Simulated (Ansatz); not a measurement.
# AlHCl2 (SMILES [Cl][AlH][Cl]): functionals against CCSD(T) at one geometry

One table from this session's results is given with a row withheld; the runs are named, their logs left out.

The runs use Ansatz 0.2.0, Gaussian basis; single points in def2-TZVPP.

Cores are frozen in the correlated methods. B3LYP uses VWN-RPA correlation.

## The system as given

SMILES `[Cl][AlH][Cl]`, 4 atoms, charge 0, spin multiplicity 1.

Atoms are counted from 1 here; the program's logs count them from 0.

Bond lengths: Cl1–Al2 2.112 Å, Al2–Cl3 2.107 Å, Al2–H4 1.600 Å. Angles: Cl1–Al2–Cl3 124.9°, Cl1–Al2–H4 117.8°, Cl3–Al2–H4 117.3°.

Geometry (Å):

```csv
atom,x (Å),y (Å),z (Å)
Cl1,-1.2778,0.7150,1.4445
Al2,0.0755,0.0411,-0.0302
Cl3,-0.1065,-1.7652,-1.1003
H4,1.3477,0.9581,-0.3495
```

Set-up of the first run:

The input, run/in.yaml:

```yaml
crystal:
  periodic: [false, false, false]
  atoms:
    - {symbol: Cl, position_ang: [-1.277800, 0.715000, 1.444500]}
    - {symbol: Al, position_ang: [0.075500, 0.041100, -0.030200]}
    - {symbol: Cl, position_ang: [-0.106500, -1.765200, -1.100300]}
    - {symbol: H, position_ang: [1.347700, 0.958100, -0.349500]}
basis:
  gaussian: {orbitals: def2-TZVPP}
correlation: {method: ccsd_t}
output: {forces: true}
```

The command line of these runs was not kept.

Steps of the session up to this table: CCSD(T)/def2-TZVPP; PBE0-D4/def2-TZVPP; wB97M-V/def2-TZVPP; r2SCAN-D4/def2-TZVPP; PBE-D4/def2-TZVPP; B3LYP-D4/def2-TZVPP; B97M-V/def2-TZVPP.

One of the session's tables, all rows but one given; the rest of the session is left out.

| method | RMS force component (eV/Å) | angle to CCSD(T) forces (°) | dipole (D) |
| --- | --- | --- | --- |
| CCSD(T) | 0.281 | reference | 0.66 |
| PBE0-D4 | ? | ? | ? |
| wB97M-V | 0.327 | 2.5 | 0.70 |
| r2SCAN-D4 | 0.281 | 8.1 | 0.67 |
| PBE-D4 | 0.201 | 10.3 | 0.65 |
| B3LYP-D4 | 0.288 | 5.5 | 0.71 |
| B97M-V | 0.333 | 14.7 | 0.51 |

Estimate the missing values for PBE0-D4.

**Answer.** RMS force component (eV/Å): 0.282; angle to CCSD(T) forces (°): 11.9; dipole (D): 0.73. In the column «RMS force component (eV/Å)» it lies between r2SCAN-D4 (0.281) and B3LYP-D4 (0.288).
